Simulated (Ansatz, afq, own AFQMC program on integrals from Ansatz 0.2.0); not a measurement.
**Where AFQMC and coupled cluster stand for Mo, septet**

A free Mo atom.

Basis def2-SVP with its core potentials. Only valence electrons are correlated. Integrals, coupled cluster, full CI and functionals: Ansatz 0.2.0; the random walks run on the same integrals in our own AFQMC program. ph-AFQMC/CISD is guided by a CISD state made of CCSD amplitudes; releasing the constraint for a short imaginary time cuts its bias at the price of noise, slowly where states lie close. Free AFQMC starts from the CCSD state and is never constrained. Its projection time is finite, and what remains of the start isn't in its error. ± is one standard error of the sampling. No spin–orbit coupling. The metal's outer-core s and p shells are frozen, which shifts wave-function levels against functionals.

Determinant: UHF, the one that the program's search chose, which needn't be the lowest solution.

Full CI on the same integrals is exact in this basis and with this determinant's frozen core.

Cautions: no spin-orbit coupling; outer-core shells of the metal frozen; the released energies have errors that jump between times, so the bars are unsure, so no released level is given (meV from the phaseless value at times in 1/Eh: -1.6 ± 0.5 at 0.60, -3.7 ± 0.6 at 1.20, -16 ± 12 at 2.00, -4.0 ± 1.2 at 3.00, -2.4 ± 1.3 at 4.20), though the last usable value meets full CI within the noise.

The T1 diagnostic is 0.0074 and the weight of the determinant in the CISD state is 0.970. The ⟨S²⟩ of the determinant is 12.002 and the size of the correlated space is 6 electrons in 27 orbitals.

```json
{"level": "MP2", "correlation energy (eV)": "-1.4357"}
{"level": "CCSD", "correlation energy (eV)": "-1.6306"}
{"level": "CCSD(T)", "correlation energy (eV)": "-1.6537"}
```

(1) Estimate where full CI lies against CCSD(T) on the same integrals.

(1) 4.8 meV below CCSD(T).

Reference: full CI, correlation energy -1.658 eV.

| level | E − E(reference) (meV) | share of correlation (%) |
| --- | --- | --- |
| CCSD(T) | 4.8 | 99.71 |
| CCSDT | 0.2 | 99.99 |
| CCSDT(Q) | 0.0 | 100.00 |
| CCSDTQ | -0.1 | 100.01 |
| ph-AFQMC/HF | 32.8 ± 9.6 | 98.02 |
| ph-AFQMC/CISD | 4.6 ± 0.6 | 99.72 |
| free AFQMC | 0.1 ± 0.3 | 99.99 |

CCSDT and higher add their correlation energy to the determinant of the CCSD(T) run, since their own runs factorise the integrals more tightly (a shift of under 2 meV). Free projections are given only where their last times agree within the noise and don't stop above the reference; a slow remainder of the start can still hide under it. A walk keeps the symmetry of its determinant, which the program's search chose and which needn't be the lowest solution, so a lower state of the same spin and another symmetry isn't excluded.
